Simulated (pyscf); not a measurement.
Four-centre exchange: H₂B–O–GeH₃ (SMILES B[O][GeH3]) + HF (SMILES F) -> HO–GeH₃ (SMILES [OH][GeH3]) + H₂B–F (SMILES BF)

Gas phase, singlet surface, charge 0. Bonds broken: O2–B3, F9–H10. Bonds formed: O2–H10, B3–F9. Optimised with ωB97X-D3(BJ)/def2-SVP in PySCF.

Transition state (Å):

```xyz
10

Ge    -2.2792     0.1338    -0.2669
O     -0.7357     0.1920     0.6809
B      0.4934    -0.4975     0.1852
H     -1.9858     0.6610    -1.6766
H     -2.7249    -1.3296    -0.2779
H     -3.2475     1.0371     0.5000
H      1.0689    -1.1683     1.0087
H      0.4504    -0.8388    -0.9793
F      1.2099     1.0203     0.2316
H      0.1708     1.1150     0.5696
```

One imaginary mode, 883i cm⁻¹; descent along it reached the two sides named, in the forms told below.

| bond | change | reactant side (Å) | saddle | product side |
|---|---|---|---|---|
| O2–B3 | breaks | 1.353 | 1.494 | 1.663 |
| F9–H10 | breaks | 0.940 | 1.097 | 2.560 |
| O2–H10 | forms | 1.717 | 1.298 | 0.967 |
| B3–F9 | forms | 3.8 | 1.679 | 1.389 |

Electronic energies relative to the separated reactants (kJ/mol):

```json
[
 {"level": "ωB97X-D3(BJ)/def2-TZVP", "barrier": "40.6", "reaction energy": "+2.0", "reverse barrier": "38.6"},
 {"level": "PBE/def2-TZVP", "barrier": "25.5", "reaction energy": "-1.3", "reverse barrier": "26.8"},
 {"level": "r²SCAN/def2-TZVP", "barrier": "27.3", "reaction energy": "-2.1", "reverse barrier": "29.3"},
 {"level": "B3LYP-D3(BJ)/def2-TZVP", "barrier": "43.5", "reaction energy": "0.0", "reverse barrier": "43.5"},
 {"level": "PBE0-D3(BJ)/def2-TZVP", "barrier": "32.1", "reaction energy": "+2.0", "reverse barrier": "30.0"},
 {"level": "M06-2X/def2-TZVP", "barrier": "36.6", "reaction energy": "+1.7", "reverse barrier": "35.0"},
 {"level": "ωB97M-D3(BJ)/def2-TZVP", "barrier": "40.0", "reaction energy": "-0.1", "reverse barrier": "40.0"},
 {"level": "HF/def2-TZVP", "barrier": "103.0", "reaction energy": "-9.7", "reverse barrier": "112.7"}
]
```

With ωB97M-D3(BJ)/def2-TZVP energies and thermal terms (ideal gas, 1 atm, RRHO with modes under 100 cm⁻¹ raised to 100, one conformer, R ln 2 for chiral ones without a mode under 150 cm⁻¹), in kJ/mol:

```
T (K)   ΔH‡    ΔG‡    ΔH     ΔG
-----  ----  -----  ----  -----
298    37.8   81.5  +0.8   -4.5
600    35.5  127.0  -1.7   -8.8
900    35.9  172.7  -3.5  -12.0
1200   37.3  218.1  -5.0  -14.6
```

On the reactant side the descent ends in a bound adduct, 35.1 kJ/mol under the separated species and 75.6 kJ/mol under the saddle at ωB97X-D3(BJ)/def2-TZVP. On the product side the descent ends in an adduct with a B–O contact, 61.0 kJ/mol under the separated species and 99.6 kJ/mol under the saddle at ωB97X-D3(BJ)/def2-TZVP. What is counted as broken (B–O) persists as a longer contact in the product adduct; parting that adduct is a step of its own. This is the saddle that the search found; another between the same sides may lie lower. Elements up to Kr have no core potential and no relativistic terms here.
